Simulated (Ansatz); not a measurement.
These are frozen-core CCSD(T)/cc-pVTZ // PBE0-D4/def2-TZVP (Ansatz, a first-principles code) values and carry that method's errors. The geometry is that of the parent before the electron was removed. Warnings of the run: other_roots.

Ansatz 0.2 input:
```yaml
crystal:
  periodic: [false, false, false]
  atoms:
    - { symbol: Cl, position_ang: [-0.862711, 1.507737, -0.000031] }
    - { symbol: B, position_ang: [-0.000013, -0.000087, 0.000161] }
    - { symbol: Cl, position_ang: [-0.874378, -1.500998, -0.000778] }
    - { symbol: Cl, position_ang: [1.737099, -0.006652, 0.000649] }
basis:
  gaussian: { orbitals: cc-pVTZ }
correlation:
  method: ccsd_t
total_charge: 1
magnetization:
  spin_polarized: true
  initial_magnetization: 1
```

Output:

```
Functional definition: HF
794 factors; integrals over basis functions are off by at most 1.3e-3 eV
mean field evaluation 1: about -38175.1236 eV, gradient 1.1e1 eV
mean field evaluation 2: about -38175.1301 eV, gradient 1.1e1 eV
mean field evaluation 4: about -38176.0400 eV, gradient 2.0e0 eV
mean field evaluation 8: about -38176.0743 eV, gradient 5.6e-2 eV
mean field evaluation 16: about -38176.3686 eV, gradient 3.6e0 eV
mean field evaluation 32: about -38176.0744 eV, gradient 9.3e-3 eV
mean field evaluation 64: about -38176.3941 eV, gradient 6.6e-1 eV
mean field evaluation 96: about -38176.5335 eV, gradient 3.8e-1 eV
mean field evaluation 128: about -38176.5011 eV, gradient 3.9e-1 eV
mean field evaluation 160: about -38175.8272 eV, gradient 5.9e-3 eV
mean field evaluation 192: about -38176.0294 eV, gradient 9.4e-1 eV
mean field evaluation 224: about -38174.4659 eV, gradient 4.0e0 eV
mean field evaluation 256: about -38175.8273 eV, gradient 6.4e-3 eV
mean field evaluation 288: about -38174.9952 eV, gradient 5.6e0 eV
mean field evaluation 320: about -38175.2314 eV, gradient 4.8e-1 eV
mean field evaluation 352: about -38173.2503 eV, gradient 4.0e-4 eV
mean field evaluation 384: about -38176.0641 eV, gradient 1.7e-1 eV
mean field evaluation 416: about -38175.2262 eV, gradient 2.1e-3 eV
mean field evaluation 448: about -38175.2264 eV, gradient 9.0e-4 eV
mean field evaluation 480: about -38176.2121 eV, gradient 2.1e-2 eV
mean field evaluation 512: about -38175.2263 eV, gradient 3.1e-2 eV
mean field evaluation 544: about -38173.1812 eV, gradient 7.5e0 eV
mean field evaluation 576: about -38163.4004 eV, gradient 1.4e1 eV
mean field evaluation 608: about -38170.9272 eV, gradient 5.5e-1 eV
mean field evaluation 640: about -38176.0744 eV, gradient 4.7e-6 eV
mean field -38176.53892579 eV, -1402.9619285354 hartree, gradient 8.0e-6 eV, S^2 0.762561; 24 other end points of the search recorded, 0 dependent functions left out
determinant -38176.53892579 eV, -1402.9619285354 hartree, with singles and doubles -38194.97213984 eV, -1403.6393366571 hartree
determinant -38176.53862546 eV, -1402.9619174985 hartree, with singles and doubles -38194.97187139 eV, -1403.6393267917 hartree
determinant -38176.53810718 eV, -1402.9618984519 hartree, with singles and doubles -38194.97132561 eV, -1403.6393067347 hartree
determinant -38176.21271063 eV, -1402.9499403493 hartree, with singles and doubles -38195.05656248 eV, -1403.6424391319 hartree
determinant -38176.21234009 eV, -1402.9499267320 hartree, with singles and doubles -38195.00107140 eV, -1403.6403998723 hartree
determinant -38176.21210428 eV, -1402.9499180665 hartree, with singles and doubles -38195.00093113 eV, -1403.6403947175 hartree
determinant -38176.07435018 eV, -1402.9448556967 hartree, with singles and doubles -38195.07569601 eV, -1403.6431422761 hartree
determinant -38176.06677404 eV, -1402.9445772787 hartree, with singles and doubles -38194.45223081 eV, -1403.6202303526 hartree
determinant -38176.06643179 eV, -1402.9445647011 hartree, with singles and doubles -38194.45198670 eV, -1403.6202213818 hartree
determinant -38176.06581258 eV, -1402.9445419453 hartree, with singles and doubles -38194.45155320 eV, -1403.6202054511 hartree
determinant -38175.82732086 eV, -1402.9357775364 hartree, with singles and doubles -38194.46923656 eV, -1403.6208553025 hartree
determinant -38175.82714739 eV, -1402.9357711617 hartree, with singles and doubles -38194.46906172 eV, -1403.6208488772 hartree
determinant -38175.22640058 eV, -1402.9136941233 hartree, with singles and doubles -38194.17795181 eV, -1403.6101507855 hartree
determinant -38175.22633088 eV, -1402.9136915620 hartree, with singles and doubles -38194.17788429 eV, -1403.6101483040 hartree
determinant -38175.22624804 eV, -1402.9136885176 hartree, with singles and doubles -38194.17780562 eV, -1403.6101454130 hartree
determinant -38175.16948001 eV, -1402.9116023310 hartree, with singles and doubles -38194.17151446 eV, -1403.6099142170 hartree
determinant -38173.25028133 eV, -1402.8410730805 hartree, with singles and doubles -38192.38013971 eV, -1403.5440824092 hartree
determinant -38176.53892579 eV, -1402.9619285354 hartree, with singles and doubles -38194.92264140 eV, -1403.6375176231 hartree
determinant -38176.53862546 eV, -1402.9619174985 hartree, with singles and doubles -38194.92240773 eV, -1403.6375090358 hartree
determinant -38176.53810718 eV, -1402.9618984519 hartree, with singles and doubles -38194.92202030 eV, -1403.6374947981 hartree
determinant -38176.21271063 eV, -1402.9499403493 hartree, with singles and doubles -38195.00129271 eV, -1403.6404080054 hartree
determinant -38176.53892579 eV, -1402.9619285354 hartree, with singles and doubles -38195.03975688 eV, -1403.6418215376 hartree
determinant -38176.53862546 eV, -1402.9619174985 hartree, with singles and doubles -38195.03962381 eV, -1403.6418166474 hartree
determinant -38176.53810718 eV, -1402.9618984519 hartree, with singles and doubles -38195.03940506 eV, -1403.6418086082 hartree
determinant -38176.21271063 eV, -1402.9499403493 hartree, with singles and doubles -38195.06024826 eV, -1403.6425745817 hartree
determinant -38176.21234009 eV, -1402.9499267320 hartree, with singles and doubles -38195.06012057 eV, -1403.6425698893 hartree
determinant -38176.21210428 eV, -1402.9499180665 hartree, with singles and doubles -38195.06004024 eV, -1403.6425669372 hartree
determinant -38176.07435018 eV, -1402.9448556967 hartree, with singles and doubles -38195.07579318 eV, -1403.6431458472 hartree
16 core orbitals not correlated
reference -38176.07435018 eV, -1402.9448556967 hartree; 12, 11 occupied and 104, 105 virtual orbitals, 794 factors
second order -17.93156992 eV of doubles, -0.00000000 eV of singles
cycle   1  -18.42376581 eV  change    -1.4e0 eV  update   9.4e-2
cycle   2  -18.92895235 eV  change   -5.1e-1 eV  update   2.9e-2
cycle   3  -19.01347171 eV  change   -8.5e-2 eV  update   1.5e-2
cycle   4  -19.00337047 eV  change    1.0e-2 eV  update   5.2e-3
cycle   5  -19.00134595 eV  change    2.0e-3 eV  update   1.5e-3
cycle   6  -19.00123003 eV  change    1.2e-4 eV  update   4.1e-4
cycle   7  -19.00143528 eV  change   -2.1e-4 eV  update   1.3e-4
cycle   8  -19.00146320 eV  change   -2.8e-5 eV  update   4.4e-5
cycle   9  -19.00143969 eV  change    2.4e-5 eV  update   2.4e-5
cycle  10  -19.00144650 eV  change   -6.8e-6 eV  update   1.8e-5
cycle  11  -19.00144396 eV  change    2.5e-6 eV  update   1.5e-5
perturbative correction -1.03922285 eV, -0.0381907355 hartree
WARN: these amplitudes may be one of several solutions (largest doubles amplitude 0.05, level shift 1.88 eV)
Total energy: -38196.11501700 eV, -1403.6813366181 hartree
```

Cost: very roughly 20 core-minutes.
